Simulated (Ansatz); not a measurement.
Graphite: LDA at its full settings (plane-wave cutoff 520 eV, 24×24×8 k mesh (along the axes of the cell as run), Fermi–Dirac smearing 0.05 eV, scalar-relativistic PAW data made under PBE) and at cheaper ones, in a cell of 4 atoms with Γ-centred meshes.

| level and setting | lattice parameter a (Å) | c axis length (Å) | bulk modulus B0 (GPa) |
|---|---|---|---|
| LDA (Ansatz) | 2.445 | 6.653 | 28.1 |
| LDA (Γ point alone) (Ansatz) | 2.510 | 8.904 | 5.80 |
| LDA (2×2×2 k mesh) (Ansatz) | 2.482 | 5.165 | 154 |
| LDA (4×4×4 k mesh) (Ansatz) | 2.443 | 6.700 | 28.0 |

Largest shifts from the full settings: lattice constant a +2.66 % (LDA (Γ point alone)), against a difference of -0.65 % of the full result from the reference 2.461 Å (measured, 300 K, not corrected to a static lattice, our sources range from 2.456 to 2.461; as tabulated in Wikipedia's data pages); lattice parameter c +34 % (LDA (Γ point alone)), against a difference of -0.25 % of the full result from the reference 6.67 Å (measured, low temperature, zero-point motion not removed; as tabulated in Berland et al. (2010), arXiv:1007.3305); bulk modulus +448 % (LDA (2×2×2 k mesh)), against a difference of -16.9 % of the full result from the reference 33.8 ± 0.3 GPa (measured, room temperature, no zero-point or thermal correction, our sources range from 33.8 to 35.8; as tabulated in Ouyang et al. (2019), arXiv:1912.06187).

The full settings aren't shown to be converged themselves.

Caveats: LDA has no dispersion term either, though it tends to give short spacings of layers, chains or molecules (LDA, LDA (Γ point alone), LDA (2×2×2 k mesh), LDA (4×4×4 k mesh)); for a layered or molecular solid the relaxed cell lies over 5 % above the published volume, where the minimum can be shallow (LDA (Γ point alone)). Ansatz's density-functional and Hartree–Fock values are scalar-relativistic unless marked +SOC, with PAW data made under PBE.

Run with cheap settings on purpose, which may leave them unconverged: LDA (2×2×2 k mesh), LDA (4×4×4 k mesh), LDA (Γ point alone).

Ansatz is an electronic-structure program.
